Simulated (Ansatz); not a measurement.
## Structure relaxation of Re

The calculation used Ansatz 0.2.0, DFT PBEsol, scalar-relativistic, plane waves, PAW. Cutoff 420 eV, Γ-centred k mesh, Gaussian smearing, no spin polarisation in the final step.

Re was placed on the alpha-boron structure type (R-3m, No. 166), at a guessed volume.

```
CELL_PARAMETERS angstrom
3.17546 1.83335 5.41544
-3.17546 1.83335 5.41544
0.00000 -3.66671 5.41544
ATOMIC_POSITIONS crystal
Re 0.01019 0.65361 0.01019
Re 0.01019 0.01019 0.65361
Re 0.65361 0.01019 0.01019
Re 0.98981 0.34639 0.98981
Re 0.34639 0.98981 0.98981
Re 0.98981 0.98981 0.34639
Re 0.22118 0.63060 0.22118
Re 0.22118 0.22118 0.63060
Re 0.63060 0.22118 0.22118
Re 0.77882 0.36940 0.77882
Re 0.36940 0.77882 0.77882
Re 0.77882 0.77882 0.36940
```

Cell and atoms relax at zero pressure; the relaxation can't lower the symmetry of the start. After a coarse first stage the cell is made exact in the group found at 0.06 Å.

Energies count from the standard state of Re at the same level.

Describe the relaxed structure.

It keeps R-3m (No. 166). The result has the alpha-boron structure. Conventional cell: a = 6.552 Å, c = 19.473 Å. Re on Wyckoff site h (6 atoms of the primitive cell) has 5 Re at 2.50–2.57 Å and 1 Re at 2.74 Å; Re on Wyckoff site h (6 atoms of the primitive cell) has 6 Re at 2.52–2.57 Å and 1 Re at 2.74 Å.

```cif
data_structure
_symmetry_space_group_name_H-M 'R-3m:H'
_symmetry_Int_Tables_number 166
_cell_length_a 6.5519
_cell_length_b 6.5519
_cell_length_c 19.4730
_cell_angle_alpha 90.000
_cell_angle_beta 90.000
_cell_angle_gamma 120.000
_cell_volume 723.93
loop_
_atom_site_label
_atom_site_type_symbol
_atom_site_symmetry_multiplicity
_atom_site_Wyckoff_symbol
_atom_site_fract_x
_atom_site_fract_y
_atom_site_fract_z
_atom_site_occupancy
Re1 Re 18 h 0.12769 0.87231 0.89347 1
Re2 Re 18 h 0.53863 0.46137 0.69316 1
```

What are its volume, energy, density and gap?

The volume per atom is 20.11 Å³. The density is 15.38 g/cm³, the energy over the standard structure is 1.36 eV/atom and the gap on the 9×9×9 mesh is 0 eV (a metal).

The final run used a 9×9×9 mesh on its 12-atom cell and 0.10 eV smearing. For metals, differences of a few meV/atom aren't resolved. Spin–orbit coupling is left out. Symmetry constrained the relaxation, so the result can be a saddle point. The steps took of the order of 7 core-minutes in all.

This form isn't the element's structure at ambient conditions.